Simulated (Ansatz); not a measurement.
Total energies of tetrafluoroethylene.

```xyz
6

F     1.497    0.812    0.451
C     0.521   -0.061    0.400
F     0.683   -1.067    1.224
C    -0.521    0.061   -0.400
F    -0.683    1.067   -1.224
F    -1.497   -0.812   -0.451
```

The species carries charge 0 and has multiplicity 1. All single points use the PBE0-D4/def2-TZVP geometry. Basis def2-TZVPP, Ansatz 0.2.0.

RPA on PBE orbitals: Hartree–Fock energy of these orbitals -473.55284 Eh, correlation -1.92319 Eh (frozen core).

```
             functional  energy without D4 (Eh)  D4 term (kJ/mol)
            LDA (SPW92)              -472.53604                 –
                    PBE              -475.27359              -8.8
                 revPBE              -475.57815             -32.9
                   BLYP              -475.68654             -20.4
                 r2SCAN              -475.52766              -2.1
                 B97M-V              -475.58738                 –
                   PBE0              -475.26619              -7.3
                  B3LYP              -475.72900             -14.2
                r2SCANh              -475.49979              -2.2
                r2SCAN0              -475.45974              -2.4
HSE06 (plane-wave form)              -475.24702              -6.7
                  BHLYP              -475.53633              -9.4
              CAM-B3LYP              -475.60723              -7.2
                LC-ωPBE              -475.46038                 –
                ωB97X-V              -475.57323                 –
                ωB97M-V              -475.61889                 –
                 B2PLYP              -475.45670                 –
               PBE-QIDH              -475.19832                 –
```

B3LYP takes the VWN-RPA correlation (the form of Gaussian; ORCA's B3LYP/G). HSE06 is the plane-wave form, built on full-range PBE exchange. The double hybrids freeze the cores in their second-order part.

LC-ωPBE has ω = 0.4 bohr⁻¹.
